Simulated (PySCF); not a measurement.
Compound: methylenecyclopropene, C₄H₄.
Numbering: `[CH2:1]=[C:2]1[CH:3]=[CH:4]1` (hydrogens: H5, H6 on C1; H7 on C3; H8 on C4)

The same species was optimised twice, with GFN2-xTB and with PBE0-D3(BJ)/def2-SVP (PySCF), and the same property calculations (PySCF, gas phase) were run on both structures.

```
  coordinate  GFN2-xTB  PBE0-D3(BJ)/def2-SVP  change
   C3–H7 (Å)     1.063                 1.088  +0.025
   C4–H8 (Å)     1.064                 1.088  +0.024
   C1=C2 (Å)     1.309                 1.331  +0.022
   C1–H5 (Å)     1.076                 1.092  +0.016
   C1–H6 (Å)     1.076                 1.092  +0.016
   C2–C4 (Å)     1.450                 1.439  -0.011
   C2–C3 (Å)     1.450                 1.439  -0.011
   C3=C4 (Å)     1.324                 1.322  -0.002
H5–C1–H6 (°)     117.0                 118.5    +1.5
C2–C4–H8 (°)     148.5                 149.4    +0.9
C2–C3–H7 (°)     148.5                 149.4    +0.9
C2–C1–H5 (°)     121.5                 120.7    -0.8
C2–C1–H6 (°)     121.5                 120.8    -0.7
C3–C4–H8 (°)     148.6                 147.9    -0.7
C4–C3–H7 (°)     148.7                 148.0    -0.7
C3–C2–C4 (°)      54.3                  54.7    +0.4
```

Rotational constants: A = 29411, B = 7222, C = 5798 MHz (GFN2-xTB) against A = 29203, B = 7166, C = 5754 MHz (PBE0-D3(BJ)/def2-SVP). Point groups within 0.08 Å: C2v and C2v.

On the GFN2-xTB structure: HOMO (eV) -6.10 [PBE0/pcSseg-1]; LUMO (eV) -0.54 [PBE0/pcSseg-1]; dipole (D) 1.95 [PBE0/pcSseg-1]; GIAO shielding of C1 (ppm) 121.6 [PBE0/pcSseg-1]; GIAO shielding of C2 (ppm) 64.4 [PBE0/pcSseg-1]; GIAO shielding of C3/C4 (mean) (ppm) 42.9 [PBE0/pcSseg-1].

Question: What do these properties become on the PBE0-D3(BJ)/def2-SVP structure?

Answer: 
| property | level | on GFN2-xTB | on PBE0-D3(BJ)/def2-SVP | change |
| --- | --- | --- | --- | --- |
| HOMO (eV) | PBE0/pcSseg-1 | -6.10 | -5.99 | +0.11 |
| LUMO (eV) | PBE0/pcSseg-1 | -0.54 | -0.55 | -0.01 |
| dipole (D) | PBE0/pcSseg-1 | 1.95 | 2.09 | +0.14 |
| energy, GFN2-xTB geometry as zero (kcal/mol) | PBE0/pcSseg-1 | 0.0 | -0.7 | -0.7 |
| GIAO shielding of C1 (ppm) | PBE0/pcSseg-1 | 121.6 | 119.3 | -2.3 |
| GIAO shielding of C2 (ppm) | PBE0/pcSseg-1 | 64.4 | 61.1 | -3.3 |
| GIAO shielding of C3/C4 (mean) (ppm) | PBE0/pcSseg-1 | 42.9 | 42.0 | -0.9 |

The heavy atoms differ by 0.008 Å rms after alignment. Among all bonds C3–H7 and C4–H8 change most and about equally (+0.024 to +0.025 Å). Changes are differences of the printed values. Neither structure is proved a minimum here.
